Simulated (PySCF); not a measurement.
Gas-phase reaction: CH3SiH3 + 2 Cl ⇌ CH3SiHCl2 + 2 H

Method: PySCF energies plus ideal-gas RRHO corrections (1 bar). † marks an energy on the PBE0/def2-TZVP geometry and frequencies. MP2 and CCSD(T) freeze the core. Open shells (unrestricted): Cl (multiplicity 2, electronic degeneracy 6), H (multiplicity 2); the rest are closed-shell singlets. Spin-orbit splitting is ignored; it lowers the true energy and changes the entropy of Cl. MP2 isn't extrapolated to the basis-set limit; its ΔH°(298 K) is -169.8 kJ in def2-SVP and -215.8 kJ in def2-TZVPP. CCSD(T) isn't extrapolated to the basis-set limit; its ΔH°(298 K) is -114.8 kJ in def2-SVP and -150.1 kJ in def2-TZVPP. The harmonic model lacks anharmonicity and excited electronic states, which grow with temperature; levels with a mode under 35 cm⁻¹ are left out. Internal rotation in CH3SiH3, CH3SiHCl2 is treated as a harmonic vibration of one conformer, which makes the entropy rough.

```json
[
 {"level": "BLYP/def2-TZVP†", "ΔE electronic, kJ": "-105", "ΔH°(298 K), kJ": "-131", "ΔS°(298 K), J/K": "-33", "ΔG°(2000 K), kJ": "-101"},
 {"level": "CCSD(T)/def2-TZVPP†", "ΔE electronic, kJ": "-124", "ΔH°(298 K), kJ": "-150", "ΔS°(298 K), J/K": "-33", "ΔG°(2000 K), kJ": "-120"},
 {"level": "MP2/def2-SVP†", "ΔE electronic, kJ": "-144", "ΔH°(298 K), kJ": "-170", "ΔS°(298 K), J/K": "-33", "ΔG°(2000 K), kJ": "-140"},
 {"level": "PBE0/def2-SVP†", "ΔE electronic, kJ": "-147", "ΔH°(298 K), kJ": "-173", "ΔS°(298 K), J/K": "-33", "ΔG°(2000 K), kJ": "-143"},
 {"level": "LDA/def2-TZVP†", "ΔE electronic, kJ": "-219", "ΔH°(298 K), kJ": "-246", "ΔS°(298 K), J/K": "-33", "ΔG°(2000 K), kJ": "-216"},
 {"level": "ωB97M-V/def2-TZVP†", "ΔE electronic, kJ": "-158", "ΔH°(298 K), kJ": "-184", "ΔS°(298 K), J/K": "-33", "ΔG°(2000 K), kJ": "-155"},
 {"level": "ωB97X-V/def2-TZVP†", "ΔE electronic, kJ": "-149", "ΔH°(298 K), kJ": "-175", "ΔS°(298 K), J/K": "-33", "ΔG°(2000 K), kJ": "-146"}
]
```
ΔH° is lowest at LDA/def2-TZVP† and highest at BLYP/def2-TZVP†. No reference value is set beside these.
